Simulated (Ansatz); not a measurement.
Geometry optimisation, RKS PBE0-D4/def2-SVPD (Ansatz 0.2.0).

Input file:

```yaml
crystal:
  periodic: [false, false, false]
  atoms:
    - { symbol: Si, position_ang: [-0.99048, 1.36118, -1.05659] }
    - { symbol: S, position_ang: [0.14694, -0.33373, -1.12273] }
    - { symbol: Si, position_ang: [0.86566, -1.19241, 0.9215] }
    - { symbol: H, position_ang: [-2.43728, 1.31639, -0.95773] }
    - { symbol: H, position_ang: [0.37454, -0.25336, -2.48146] }
    - { symbol: H, position_ang: [1.56735, -2.35217, 0.40195] }
    - { symbol: H, position_ang: [-0.40746, -1.40148, 1.59971] }
    - { symbol: H, position_ang: [1.65529, -0.075, 1.42312] }
total_charge: 1
basis:
  gaussian: { orbitals: def2-SVPD }
hamiltonian:
  xc: pbe0
  dispersion: d4
relax:
  f_tol: 0.02
  max_steps: 50
```

Launched with:

```bash
$ ansatz run input.yaml --threads 2 --pin off --max-ram 3072MiB --backend cpu --events-out ev --progress --plain --runs-dir out
```

Question: Where does it end, and by what steps?

Answer: The run converged. The force dipped under the threshold on the way, but the program's further checks kept it going. Limits of this set-up: the dipole of an ion depends on the origin. After 31 steps the energy has fallen by 2.894 eV; H4 moved furthest, 1.50 Å. Joined: Si1–Si3.

```csv
step,energy less start (eV),largest force component (eV/Å),accepted
0,0.0000,5.674,yes
2,-1.8365,1.501,yes
4,-2.3505,0.996,yes
6,-2.5420,0.427,yes
8,-2.5921,0.207,yes
10,-2.6031,0.053,yes
12,-2.6025,0.102,no
14,-2.6055,0.015,yes
16,-2.6060,0.038,yes
18,-2.6068,0.016,yes
20,-2.6083,0.075,yes
22,-2.6391,0.471,yes
24,-2.8187,0.609,yes
26,-2.8620,0.370,yes
28,-2.8837,0.417,yes
30,-2.8940,0.065,yes
31,-2.8941,0.019,yes
```

```xyz
8
Properties=species:S:1:pos:R:3
Si -0.267 1.390 -0.599
S -0.372 -0.785 -1.576
Si 0.386 -1.020 0.470
H -1.513 0.916 0.148
H 0.834 -0.800 -2.206
H 1.746 -1.598 0.450
H -0.678 -1.565 1.333
H 0.640 0.532 0.708
```

Run time: 64 s on 2 threads of Arm Neoverse V2, on a shared host, peak memory 0.24 GiB.
